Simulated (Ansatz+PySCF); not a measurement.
The numbers below are computed, except where a source is named.
## Several solutions for singlet BH

```xyz
2

B     0.0000    0.0000   -0.1878
H     0.0000    0.0000    0.9393
```

Basis set: 6-31G (spherical functions). Charge 0, multiplicity 1.

PBE0 (unrestricted) was run from several starts with Ansatz (development build ahead of 0.2.0) and PySCF 2.14.0.

```json
{"run": "A", "program": "Ansatz", "start": "stability test followed", "converged": "yes", "energy (hartree)": "-25.22605", "<S²>": "0.32"}
{"run": "B", "program": "PySCF", "start": "program defaults", "converged": "yes", "energy (hartree)": "-25.22383", "<S²>": "0.00"}
{"run": "C", "program": "Ansatz", "start": "search for the lowest state", "converged": "yes", "energy (hartree)": "-25.22605", "<S²>": "0.32"}
{"run": "D", "program": "Ansatz", "start": "atomic start, no search", "converged": "yes", "energy (hartree)": "-25.22383", "<S²>": "0.00"}
```

Which runs reached the lowest solution of this kind, and what is wrong with the others?

A, C reached the lowest solution found. Converged but too high: B by 0.06 eV, D by 0.06 eV. Convergence only shows a stationary point, and even a stable one can lie too high; stability tests and further starts are what find lower ones. Caution: the unrestricted determinant is spin contaminated.
